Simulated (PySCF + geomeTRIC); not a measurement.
Species: C3H4, SMILES `C1=CC1` with one electron removed (charge 1, multiplicity 2).

Task: Give a relaxed geometry from B3LYP-D3(BJ)/def2-TZVP (PySCF + geomeTRIC).

Result: the end point of this relaxation (outside a Z-matrix the atoms follow the SMILES, hydrogens last).
Z-matrix (Å, degrees):
```
C
H 1 1.1034
H 1 1.1034 2 109.63
C 1 1.4718 2 113.59 3 -152.24
C 4 1.3235 1 63.29 2 -122.13
H 5 1.0812 4 151.10 1 -159.71
H 4 1.0812 5 151.07 6 40.63
```
